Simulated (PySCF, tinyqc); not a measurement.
Inside a calculation (part 2 of 2). Method: RHF in the sto-3g basis, for CH2, spin multiplicity 1. This run ends on a higher stationary point, not on the lowest solution. The lowest restricted solution is unstable here: a spin-polarised one lies 0.0205 hartree lower (PySCF). Computed by tinyqc, a small Python program that keeps every step (integrals from PySCF). Command: `OMP_NUM_THREADS=1 python tinyqc.py 21126 21127 out.jsonl` (the two numbers bound the seeds that draw the settings). One thread of a shared host (Intel(R) Xeon(R) Processor @ 2.60GHz), about 0.1 s of CPU time with the checks.

Geometry (angstrom):
```
atom       x        y       z
C     0.0000   0.0000  0.0000
H     0.0000   1.0600  0.7970
H     0.0000  -1.0730  0.8070
```

## Iteration 17 (converged): orbitals

converged F (hartree), order 1C 1s, 1C 2s, 1C 2px, 1C 2py, 1C 2pz, 2H 1s, 3H 1s:
$$\begin{pmatrix}
-10.8913 & -2.9381 & 0.0000 & -0.0001 & 0.0093 & -0.4351 & -0.4193 \\
-2.9381 & -1.3040 & 0.0000 & -0.0023 & -0.1014 & -0.5125 & -0.5015 \\
0.0000 & 0.0000 & -0.1922 & 0.0000 & 0.0000 & 0.0000 & 0.0000 \\
-0.0001 & -0.0023 & 0.0000 & -0.0490 & -0.0024 & -0.2956 & 0.2923 \\
0.0093 & -0.1014 & 0.0000 & -0.0024 & 0.2410 & -0.1455 & -0.1424 \\
-0.4351 & -0.5125 & 0.0000 & -0.2956 & -0.1455 & -0.2772 & -0.0943 \\
-0.4193 & -0.5015 & 0.0000 & 0.2923 & -0.1424 & -0.0943 & -0.2694
\end{pmatrix}$$

X, order 1C 1s, 1C 2s, 1C 2px, 1C 2py, 1C 2pz, 2H 1s, 3H 1s:
$$\begin{pmatrix}
1.0262 & -0.1441 & 0.0000 & -0.0002 & -0.0090 & 0.0218 & 0.0213 \\
-0.1441 & 1.1520 & 0.0000 & 0.0026 & 0.0779 & -0.2250 & -0.2179 \\
0.0000 & 0.0000 & 1.0000 & 0.0000 & 0.0000 & 0.0000 & 0.0000 \\
-0.0002 & 0.0026 & 0.0000 & 1.0862 & 0.0014 & -0.1881 & 0.1834 \\
-0.0090 & 0.0779 & 0.0000 & 0.0014 & 1.0475 & -0.1373 & -0.1338 \\
0.0218 & -0.2250 & 0.0000 & -0.1881 & -0.1373 & 1.1323 & -0.0161 \\
0.0213 & -0.2179 & 0.0000 & 0.1834 & -0.1338 & -0.0161 & 1.1260
\end{pmatrix}$$

Diagonalise F' = X^T F X, C = X C', fill 4 alpha and 4 beta electrons from the bottom; D = 2 C_occ C_occ^T. Each column has its largest component positive (the first on a tie).

F' = X^T F X (hartree):
$$\begin{pmatrix}
-10.6601 & -1.5630 & 0.0000 & -0.0003 & -0.0073 & -0.0195 & -0.0158 \\
-1.5630 & -0.5614 & 0.0000 & 0.0017 & 0.0329 & -0.3467 & -0.3388 \\
0.0000 & 0.0000 & -0.1922 & 0.0000 & 0.0000 & 0.0000 & 0.0000 \\
-0.0003 & 0.0017 & 0.0000 & 0.1670 & 0.0001 & -0.3404 & 0.3356 \\
-0.0073 & 0.0329 & 0.0000 & 0.0001 & 0.3306 & -0.1832 & -0.1786 \\
-0.0195 & -0.3467 & 0.0000 & -0.3404 & -0.1832 & 0.0103 & -0.0035 \\
-0.0158 & -0.3388 & 0.0000 & 0.3356 & -0.1786 & -0.0035 & 0.0067
\end{pmatrix}$$

orbital energies (hartree): MO1 -10.8973, MO2 -0.6783, MO3 -0.3947, MO4 -0.1922, MO5 0.1186, MO6 0.5667, MO7 0.5781

coefficients C, order 1C 1s, 1C 2s, 1C 2px, 1C 2py, 1C 2pz, 2H 1s, 3H 1s:
$$\begin{pmatrix}
0.9932 & -0.2230 & 0.0021 & 0.0000 & -0.1520 & 0.0973 & 0.0778 \\
0.0275 & 0.7418 & -0.0094 & 0.0000 & 0.6843 & -0.5119 & -0.4131 \\
0.0000 & 0.0000 & 0.0000 & 1.0000 & 0.0000 & 0.0000 & 0.0000 \\
0.0001 & 0.0042 & 0.5039 & 0.0000 & -0.0033 & 0.6119 & -0.7877 \\
0.0015 & 0.0785 & 0.0010 & 0.0000 & -0.5944 & -0.6967 & -0.5434 \\
-0.0050 & 0.2817 & 0.4928 & 0.0000 & -0.4172 & 0.1094 & 0.9379 \\
-0.0049 & 0.2728 & -0.5000 & 0.0000 & -0.4234 & 0.9219 & -0.1183
\end{pmatrix}$$

D after iteration 17, order 1C 1s, 1C 2s, 1C 2px, 1C 2py, 1C 2pz, 2H 1s, 3H 1s:
$$\begin{pmatrix}
2.0725 & -0.2763 & 0.0000 & 0.0004 & -0.0321 & -0.1334 & -0.1334 \\
-0.2763 & 1.1023 & 0.0000 & -0.0032 & 0.1166 & 0.4084 & 0.4138 \\
0.0000 & 0.0000 & 2.0000 & 0.0000 & 0.0000 & 0.0000 & 0.0000 \\
0.0004 & -0.0032 & 0.0000 & 0.5078 & 0.0017 & 0.4989 & -0.5016 \\
-0.0321 & 0.1166 & 0.0000 & 0.0017 & 0.0123 & 0.0452 & 0.0418 \\
-0.1334 & 0.4084 & 0.0000 & 0.4989 & 0.0452 & 0.6444 & -0.3391 \\
-0.1334 & 0.4138 & 0.0000 & -0.5016 & 0.0418 & -0.3391 & 0.6489
\end{pmatrix}$$

## Convergence

Stop when the energy changes by less than 1e-10 hartree and every element of the error matrix X^T (F D S - S D F) X is below 3e-06.

Course of the cycle:
```
iteration  E (hartree)     change  largest element of the error matrix
1           -36.663818          -                             4.73e-01
2           -37.768548  -1.10e+00                             1.73e-01
3           -38.038853  -2.70e-01                             6.20e-02
4           -38.097495  -5.86e-02                             1.45e-02
5           -38.109692  -1.22e-02                             3.30e-03
6           -38.112168  -2.48e-03                             7.23e-04
7           -38.112667  -4.98e-04                             1.41e-04
8           -38.112767  -9.99e-05                             3.22e-05
9           -38.112787  -2.00e-05                             8.41e-06
10          -38.112791  -4.00e-06                             1.69e-06
11          -38.112791  -7.99e-07                             3.42e-07
12          -38.112792  -1.60e-07                             6.79e-08
13          -38.112792  -3.20e-08                             1.35e-08
14          -38.112792  -6.39e-09                             2.69e-09
15          -38.112792  -1.28e-09                             5.33e-10
16          -38.112792  -2.56e-10                             1.07e-10
17          -38.112792  -5.12e-11                             2.13e-11
```

PySCF RHF in the same basis = -38.320966 hartree

Converged in 17 iterations. But the solution lies 0.20817 hartree above the reference: it is another stationary point, not the lowest restricted one. Reruns (cap 100 unless said): DIIS 8: converged in 10 to a higher stationary point; damping 0.5: converged in 36 to a higher stationary point; level shift 0.5: converged in 26 to a higher stationary point; atomic densities as start, DIIS 8: converged in 8.

## Populations, bond orders and dipole

overlap S, order 1C 1s, 1C 2s, 1C 2px, 1C 2py, 1C 2pz, 2H 1s, 3H 1s:
$$\begin{pmatrix}
1.0000 & 0.2484 & 0.0000 & 0.0000 & 0.0000 & 0.0361 & 0.0348 \\
0.2484 & 1.0000 & 0.0000 & 0.0000 & 0.0000 & 0.3645 & 0.3565 \\
0.0000 & 0.0000 & 1.0000 & 0.0000 & 0.0000 & 0.0000 & 0.0000 \\
0.0000 & 0.0000 & 0.0000 & 1.0000 & 0.0000 & 0.3027 & -0.2976 \\
0.0000 & 0.0000 & 0.0000 & 0.0000 & 1.0000 & 0.2276 & 0.2238 \\
0.0361 & 0.3645 & 0.0000 & 0.3027 & 0.2276 & 1.0000 & 0.0955 \\
0.0348 & 0.3565 & 0.0000 & -0.2976 & 0.2238 & 0.0955 & 1.0000
\end{pmatrix}$$

Mulliken: Z minus the diagonal of D S on the atom; Loewdin: the same with S^(1/2) D S^(1/2); Mayer order: 2 sum_s sum (D(s) S)_ij (D(s) S)_ji over the two atoms.

Charges (e):
```
atom  Mulliken  Loewdin
1C     -0.1646  -0.1262
2H      0.0827   0.0631
3H      0.0820   0.0631
```

Mayer bond orders:
```
pair   order
2-1   0.9180
3-1   0.9181
3-2   0.0752
```

dipole moment about the origin, x y z (debye): [0.0000, -0.0017, -0.0370]
